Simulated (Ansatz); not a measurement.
# FH₈NSi (built from SMILES F.N.[SiH4]): molecular dynamics

The task is to watch the atoms for 30 steps of 0.25 fs, started with velocities for 300 K and run with a Langevin thermostat, and see to which side of the barrier the system falls.

Program: Ansatz 0.2.0, Gaussian basis. Level of theory: CAM-B3LYP-D4/def2-SVP. These are calculated values, not measurements.

1 further run of the same task is left out (it didn't finish).

### 1 Where the work starts

The start, a first-order saddle point found at PBE0-D4 in triple zeta: 11 atoms, charge 0, spin multiplicity 1.

Atoms are counted from 1 here; the program's logs count them from 0.

Bond lengths: Si1–H2 1.658 Å, Si1–H3 1.521 Å, Si1–H4 1.492 Å, Si1–H5 1.501 Å, Si1–F7 1.743 Å, H6–N9 1.028 Å, H8–N9 1.182 Å, N9–H10 1.014 Å, N9–H11 1.014 Å. Angles: H2–Si1–H3 80.9°, H2–Si1–H4 102.3°, H2–Si1–H5 144.0°, H2–Si1–F7 82.6°, H3–Si1–H4 101.5°, H3–Si1–H5 96.0°, H3–Si1–F7 156.3°, H4–Si1–H5 113.5°, H4–Si1–F7 98.6°, H5–Si1–F7 87.4°, H6–N9–H8 96.4°, H6–N9–H10 111.6°, H6–N9–H11 111.6°, H8–N9–H10 112.7°, H8–N9–H11 113.0°, H10–N9–H11 110.8°.

Geometry (Å):

```xyz
11

Si   -0.64972    0.87613   -1.10706
H    -0.21413   -0.68985   -0.78004
H    -0.90582    0.26421   -2.47548
H     0.67218    1.53474   -1.31918
H    -1.80672    1.83229   -1.14465
H     0.34140   -0.11524    1.61252
F    -0.71942    0.98295    0.63087
H     0.33153   -0.94178    0.18371
N     0.76090   -0.99417    1.28337
H     1.77378   -0.95811    1.30976
H     0.41602   -1.79118    1.80608
```

### 2 Dynamics

Contents of md/in.yaml:

```yaml
crystal:
  periodic: [false, false, false]
  atoms:
    - {symbol: Si, position_ang: [-0.649723, 0.876130, -1.107058]}
    - {symbol: H, position_ang: [-0.214131, -0.689845, -0.780042]}
    - {symbol: H, position_ang: [-0.905822, 0.264206, -2.475480]}
    - {symbol: H, position_ang: [0.672182, 1.534743, -1.319181]}
    - {symbol: H, position_ang: [-1.806716, 1.832293, -1.144650]}
    - {symbol: H, position_ang: [0.341402, -0.115243, 1.612520]}
    - {symbol: F, position_ang: [-0.719423, 0.982954, 0.630868]}
    - {symbol: H, position_ang: [0.331528, -0.941784, 0.183715]}
    - {symbol: N, position_ang: [0.760904, -0.994170, 1.283370]}
    - {symbol: H, position_ang: [1.773779, -0.958107, 1.309757]}
    - {symbol: H, position_ang: [0.416020, -1.791178, 1.806081]}
basis:
  gaussian: {orbitals: def2-SVP}
hamiltonian: {xc: {name: CAM-B3LYP}, dispersion: d4}
md: {n_steps: 30, timestep: 0.25, temperature: 300, ensemble: nvt_langevin, seed: 158, friction: 0.01, initial_velocities: maxwell_boltzmann}
```

Run with:

```console
> ansatz run in.yaml --threads 4 --pin off --events-out ev --progress --plain --max-ram 9574MiB
```

The program printed:

```text
Functional definition: CAM-B3LYP
  name "CAM-B3LYP"
  cite "Yanai, Tew & Handy, Chem. Phys. Lett. 393, 51 (2004) doi:10.1016/j.cplett.2004.06.011"
  cite "Iikura, Tsuneda, Yanai & Hirao, J. Chem. Phys. 115, 3540 (2001) doi:10.1063/1.1383587"
  cite "Becke, Phys. Rev. A 38, 3098 (1988) doi:10.1103/PhysRevA.38.3098"
  cite "Lee, Yang & Parr, Phys. Rev. B 37, 785 (1988) doi:10.1103/PhysRevB.37.785"
  cite "Vosko, Wilk & Nusair, Can. J. Phys. 58, 1200 (1980) doi:10.1139/p80-159"
  parameter alpha = 0.19
  parameter beta = 0.46
  parameter omega = 0.33/bohr
  parameter ac = 0.81
  # Exact exchange under (alpha + beta erf(omega r))/r, Becke's under what is left of 1/r.
  exchange = (1 - alpha - beta)*b88_x + beta*b88_x_sr(omega) + alpha*exact_x + beta*exact_x_lr(omega)
  correlation = (1 - ac)*vwn5_c + ac*lyp_c
907 factors; integrals over basis functions are off by at most 4.8e-4 eV
327 factors; integrals over basis functions are off by at most 7.4e-7 eV
mean field evaluation 1: about -12203.2740 eV, gradient 4.4e1 eV
mean field evaluation 2: about -12202.8929 eV, gradient 4.8e1 eV
mean field evaluation 4: about -12206.5694 eV, gradient 1.8e0 eV
mean field evaluation 8: about -12206.5825 eV, gradient 5.9e-2 eV
mean field -12206.58254090 eV, -448.5836344592 hartree, gradient 6.6e-5 eV, S^2 0.000000; 0 other end points of the search recorded, 0 dependent functions left out
the calculation of the forces begins
reference -12206.58266653 eV, -448.5836390760 hartree; 19, 19 occupied and 67, 67 virtual orbitals, 907 factors
md step     0: t =     0.00 fs  T =   272.7 K  F+E_penalty+E_count = -12206.70206326 eV  E_kin = 0.387780 eV  (23 SCF iters)
these checks for a lower state are left out or cut short: starts, cluster_reference, orbital_swaps, neighbouring_geometries, increment
907 factors; integrals over basis functions are off by at most 4.9e-4 eV
327 factors; integrals over basis functions are off by at most 7.4e-7 eV
mean field evaluation 16: about -12206.5747 eV, gradient 5.5e-1 eV
mean field -12206.58276580 eV, -448.5836427241 hartree, gradient 8.6e-5 eV, S^2 0.000000; 0 other end points of the search recorded, 0 dependent functions left out
the calculation of the forces begins
reference -12206.58289152 eV, -448.5836473443 hartree; 19, 19 occupied and 67, 67 virtual orbitals, 907 factors
md step     1: t =     0.25 fs  T =   263.6 K  F+E_penalty+E_count = -12206.70237091 eV  E_kin = 0.374789 eV  (26 SCF iters)
these checks for a lower state are left out or cut short: starts, cluster_reference, orbital_swaps, neighbouring_geometries, increment
907 factors; integrals over basis functions are off by at most 5.0e-4 eV
327 factors; integrals over basis functions are off by at most 7.4e-7 eV
mean field -12206.58074689 eV, -448.5835685306 hartree, gradient 6.8e-6 eV, S^2 0.000000; 0 other end points of the search recorded, 0 dependent functions left out
the calculation of the forces begins
reference -12206.58087272 eV, -448.5835731549 hartree; 19, 19 occupied and 67, 67 virtual orbitals, 907 factors
md step     2: t =     0.50 fs  T =   250.4 K  F+E_penalty+E_count = -12206.70043574 eV  E_kin = 0.356030 eV  (24 SCF iters)
[... from here on, the SCF cycles and remarks between the steps are left out ...]
md step     3: t =     0.75 fs  T =   250.9 K  F+E_penalty+E_count = -12206.69648743 eV  E_kin = 0.356740 eV  (24 SCF iters)
md step     4: t =     1.00 fs  T =   256.7 K  F+E_penalty+E_count = -12206.69084843 eV  E_kin = 0.364958 eV  (24 SCF iters)
md step     5: t =     1.25 fs  T =   264.4 K  F+E_penalty+E_count = -12206.68351019 eV  E_kin = 0.375904 eV  (23 SCF iters)
md step     6: t =     1.50 fs  T =   260.4 K  F+E_penalty+E_count = -12206.67472881 eV  E_kin = 0.370285 eV  (23 SCF iters)
md step     7: t =     1.75 fs  T =   250.5 K  F+E_penalty+E_count = -12206.66503041 eV  E_kin = 0.356206 eV  (24 SCF iters)
md step     8: t =     2.00 fs  T =   236.0 K  F+E_penalty+E_count = -12206.65465935 eV  E_kin = 0.335608 eV  (23 SCF iters)
md step     9: t =     2.25 fs  T =   232.7 K  F+E_penalty+E_count = -12206.64390981 eV  E_kin = 0.330836 eV  (24 SCF iters)
md step    10: t =     2.50 fs  T =   228.1 K  F+E_penalty+E_count = -12206.63330973 eV  E_kin = 0.324386 eV  (24 SCF iters)
md step    11: t =     2.75 fs  T =   222.0 K  F+E_penalty+E_count = -12206.62277377 eV  E_kin = 0.315594 eV  (24 SCF iters)
md step    12: t =     3.00 fs  T =   207.4 K  F+E_penalty+E_count = -12206.61267898 eV  E_kin = 0.294961 eV  (22 SCF iters)
md step    13: t =     3.25 fs  T =   193.6 K  F+E_penalty+E_count = -12206.60386326 eV  E_kin = 0.275282 eV  (23 SCF iters)
md step    14: t =     3.50 fs  T =   191.4 K  F+E_penalty+E_count = -12206.59661571 eV  E_kin = 0.272203 eV  (24 SCF iters)
md step    15: t =     3.75 fs  T =   180.9 K  F+E_penalty+E_count = -12206.59107066 eV  E_kin = 0.257280 eV  (24 SCF iters)
md step    16: t =     4.00 fs  T =   171.6 K  F+E_penalty+E_count = -12206.58715645 eV  E_kin = 0.243935 eV  (23 SCF iters)
md step    17: t =     4.25 fs  T =   174.0 K  F+E_penalty+E_count = -12206.58417891 eV  E_kin = 0.247422 eV  (24 SCF iters)
md step    18: t =     4.50 fs  T =   170.7 K  F+E_penalty+E_count = -12206.58243980 eV  E_kin = 0.242692 eV  (24 SCF iters)
md step    19: t =     4.75 fs  T =   168.8 K  F+E_penalty+E_count = -12206.58217468 eV  E_kin = 0.239963 eV  (24 SCF iters)
md step    20: t =     5.00 fs  T =   166.7 K  F+E_penalty+E_count = -12206.58291279 eV  E_kin = 0.236960 eV  (24 SCF iters)
md step    21: t =     5.25 fs  T =   173.5 K  F+E_penalty+E_count = -12206.58472291 eV  E_kin = 0.246642 eV  (24 SCF iters)
md step    22: t =     5.50 fs  T =   177.8 K  F+E_penalty+E_count = -12206.58759992 eV  E_kin = 0.252778 eV  (23 SCF iters)
md step    23: t =     5.75 fs  T =   179.9 K  F+E_penalty+E_count = -12206.59104669 eV  E_kin = 0.255756 eV  (24 SCF iters)
md step    24: t =     6.00 fs  T =   181.5 K  F+E_penalty+E_count = -12206.59498325 eV  E_kin = 0.258026 eV  (24 SCF iters)
md step    25: t =     6.25 fs  T =   183.5 K  F+E_penalty+E_count = -12206.59927627 eV  E_kin = 0.260891 eV  (24 SCF iters)
md step    26: t =     6.50 fs  T =   188.6 K  F+E_penalty+E_count = -12206.60369306 eV  E_kin = 0.268101 eV  (23 SCF iters)
md step    27: t =     6.75 fs  T =   202.1 K  F+E_penalty+E_count = -12206.60891073 eV  E_kin = 0.287387 eV  (24 SCF iters)
md step    28: t =     7.00 fs  T =   208.4 K  F+E_penalty+E_count = -12206.61468707 eV  E_kin = 0.296357 eV  (24 SCF iters)
md step    29: t =     7.25 fs  T =   218.4 K  F+E_penalty+E_count = -12206.62093823 eV  E_kin = 0.310595 eV  (24 SCF iters)
these checks for a lower state are left out or cut short: starts, cluster_reference, orbital_swaps, neighbouring_geometries, increment
907 factors; integrals over basis functions are off by at most 4.6e-4 eV
327 factors; integrals over basis functions are off by at most 7.7e-7 eV
mean field -12206.50637028 eV, -448.5808352405 hartree, gradient 1.6e-5 eV, S^2 0.000000; 0 other end points of the search recorded, 0 dependent functions left out
the calculation of the forces begins
reference -12206.50649834 eV, -448.5808399469 hartree; 19, 19 occupied and 67, 67 virtual orbitals, 907 factors
907 factors; integrals over basis functions are off by at most 4.6e-4 eV
327 factors; integrals over basis functions are off by at most 7.7e-7 eV
mean field evaluation 224: about -12206.5064 eV, gradient 4.8e-4 eV
mean field -12206.50637028 eV, -448.5808352405 hartree, gradient 1.6e-5 eV, S^2 0.000000; 1 other end points of the search recorded, 0 dependent functions left out
the calculation of the forces begins
reference -12206.50649834 eV, -448.5808399469 hartree; 19, 19 occupied and 67, 67 virtual orbitals, 907 factors
md step    30: t =     7.50 fs  T =   227.7 K  F+E_penalty+E_count = -12206.62811209 eV  E_kin = 0.323719 eV  (24 SCF iters)
Total energy: -12206.62824016 eV, -448.5853138762 hartree
Atom 0 at    -0.628136     0.924346    -1.098174 Å, force    -0.610902     0.381499    -0.249694 eV/Å
Atom 1 at    -0.218507    -0.802669    -0.785948 Å, force    -0.070325     0.205034    -0.461969 eV/Å
Atom 2 at    -0.983924     0.291861    -2.440210 Å, force     0.180686    -0.359840     0.352991 eV/Å
Atom 3 at     0.774423     1.409961    -1.373674 Å, force    -0.398759     0.112322     0.199229 eV/Å
Atom 4 at    -1.837529     1.849005    -1.137930 Å, force     0.504073     0.218402    -0.064215 eV/Å
Atom 5 at     0.288274    -0.168344     1.610075 Å, force     0.091406     0.612092     0.241867 eV/Å
Atom 6 at    -0.721607     0.971693     0.610869 Å, force     0.088471    -0.138237    -0.291559 eV/Å
Atom 7 at     0.209299    -0.889997     0.008675 Å, force    -0.152282    -0.290841    -0.097817 eV/Å
Atom 8 at     0.725241    -1.026687     1.302922 Å, force    -1.153065    -1.343228     0.429365 eV/Å
Atom 9 at     1.721530    -1.025420     1.274608 Å, force     0.972194     0.078723     0.332464 eV/Å
Atom 10 at     0.328300    -1.829177     1.826380 Å, force     0.548503     0.524073    -0.390663 eV/Å
Dipole moment:     0.555221    -0.684078     0.683341 e Å
```

It took 17 s on 4 threads of Intel Xeon 6975P-C, shared host.

### 3 Frames and traces

Step by step:

| time (fs) | T (K) | potential (meV) | potential + kinetic (meV) | Si1–F7 (Å) | H6–N9 (Å) | H2–H8 (Å) | Si1–H2 (Å) |
| --- | --- | --- | --- | --- | --- | --- | --- |
| 0.00 | 273 | 0.0 | 0.0 | 1.743 | 1.028 | 1.136 | 1.658 |
| 0.25 | 264 | -0.3 | -13.3 | 1.741 | 1.030 | 1.129 | 1.664 |
| 0.50 | 250 | 1.6 | -30.1 | 1.740 | 1.031 | 1.122 | 1.671 |
| 0.75 | 251 | 5.6 | -25.5 | 1.739 | 1.033 | 1.116 | 1.677 |
| 1.00 | 257 | 11.2 | -11.6 | 1.738 | 1.035 | 1.110 | 1.683 |
| 1.25 | 264 | 18.6 | 6.7 | 1.736 | 1.037 | 1.105 | 1.690 |
| 1.50 | 260 | 27.3 | 9.8 | 1.735 | 1.039 | 1.100 | 1.696 |
| 1.75 | 251 | 37.0 | 5.5 | 1.734 | 1.042 | 1.094 | 1.703 |
| 2.00 | 236 | 47.4 | -4.8 | 1.733 | 1.044 | 1.088 | 1.710 |
| 2.25 | 233 | 58.2 | 1.2 | 1.731 | 1.046 | 1.082 | 1.717 |
| 2.50 | 228 | 68.8 | 5.4 | 1.730 | 1.048 | 1.076 | 1.724 |
| 2.75 | 222 | 79.3 | 7.1 | 1.729 | 1.049 | 1.070 | 1.732 |
| 3.00 | 207 | 89.4 | -3.4 | 1.728 | 1.050 | 1.065 | 1.738 |
| 3.25 | 194 | 98.2 | -14.3 | 1.728 | 1.051 | 1.059 | 1.745 |
| 3.50 | 191 | 105.4 | -10.1 | 1.727 | 1.051 | 1.052 | 1.751 |
| 3.75 | 181 | 111.0 | -19.5 | 1.726 | 1.050 | 1.045 | 1.756 |
| 4.00 | 172 | 114.9 | -28.9 | 1.725 | 1.050 | 1.038 | 1.761 |
| 4.25 | 174 | 117.9 | -22.5 | 1.724 | 1.049 | 1.031 | 1.766 |
| 4.50 | 171 | 119.6 | -25.5 | 1.723 | 1.048 | 1.023 | 1.770 |
| 4.75 | 169 | 119.9 | -27.9 | 1.722 | 1.046 | 1.014 | 1.774 |
| 5.00 | 167 | 119.2 | -31.7 | 1.721 | 1.044 | 1.005 | 1.779 |
| 5.25 | 173 | 117.3 | -23.8 | 1.720 | 1.041 | 0.996 | 1.782 |
| 5.50 | 178 | 114.5 | -20.5 | 1.719 | 1.039 | 0.987 | 1.786 |
| 5.75 | 180 | 111.0 | -21.0 | 1.718 | 1.035 | 0.978 | 1.788 |
| 6.00 | 181 | 107.1 | -22.7 | 1.717 | 1.032 | 0.969 | 1.791 |
| 6.25 | 183 | 102.8 | -24.1 | 1.716 | 1.028 | 0.960 | 1.793 |
| 6.50 | 189 | 98.4 | -21.3 | 1.716 | 1.025 | 0.950 | 1.795 |
| 6.75 | 202 | 93.2 | -7.2 | 1.715 | 1.021 | 0.940 | 1.797 |
| 7.00 | 208 | 87.4 | -4.0 | 1.714 | 1.018 | 0.929 | 1.799 |
| 7.25 | 218 | 81.1 | 3.9 | 1.713 | 1.014 | 0.918 | 1.801 |
| 7.50 | 228 | 74.0 | 9.9 | 1.712 | 1.011 | 0.907 | 1.802 |

Energies count from the start.

Positions (Å) and forces (eV/Å) at 3.00 fs:

```xyz
11

Si   -0.639    0.893   -1.103    0.577   -0.106   -0.464
H    -0.228   -0.767   -0.791    0.124    0.332    0.025
H    -0.960    0.285   -2.470    0.174   -0.116    0.197
H     0.773    1.482   -1.349   -0.854   -0.209    0.190
H    -1.809    1.810   -1.126   -0.106    0.448   -0.068
H     0.298   -0.113    1.608    0.392   -0.501   -0.162
F    -0.722    0.977    0.622    0.187   -0.149    0.169
H     0.300   -0.891    0.126   -0.234   -0.444   -0.014
N     0.744   -1.011    1.294    0.540    1.107   -0.239
H     1.783   -0.968    1.287   -0.836   -0.062    0.254
H     0.379   -1.803    1.810    0.037   -0.300    0.111
```

Positions (Å) and forces (eV/Å) at 7.50 fs:

```xyz
11

Si   -0.628    0.924   -1.098   -0.611    0.381   -0.250
H    -0.219   -0.803   -0.786   -0.070    0.205   -0.462
H    -0.984    0.292   -2.440    0.181   -0.360    0.353
H     0.774    1.410   -1.374   -0.399    0.112    0.199
H    -1.838    1.849   -1.138    0.504    0.218   -0.064
H     0.288   -0.168    1.610    0.091    0.612    0.242
F    -0.722    0.972    0.611    0.088   -0.138   -0.292
H     0.209   -0.890    0.009   -0.152   -0.291   -0.098
N     0.725   -1.027    1.303   -1.153   -1.343    0.429
H     1.722   -1.025    1.275    0.972    0.079    0.332
H     0.328   -1.829    1.826    0.549    0.524   -0.391
```

### 4 Summary of results

```
                                                 quantity             value
                                                   length  30 steps, 7.5 fs
                                 temperature at the start             273 K
                            mean temperature, second half             186 K
lowest and highest potential energy, from the first frame     0 and 120 meV
                    largest change of potential + kinetic          31.7 meV
                                   bonds lost by distance             H8–N9
```

By the last frame it has moved towards the side where Si1–F7, H6–N9, H2–H8 form. The thermostat trades energy with the molecule, so the sum of potential and kinetic energy isn't conserved: it changes by +10 meV over the run. The mean temperature of the second half is still well below the 300 K set. With 11 atoms the instant temperature spans 167 to 273 K. Under Langevin the temperature counts 3N degrees of freedom, more than the drawn velocities fill, so it starts at 273 K, not 300 K.
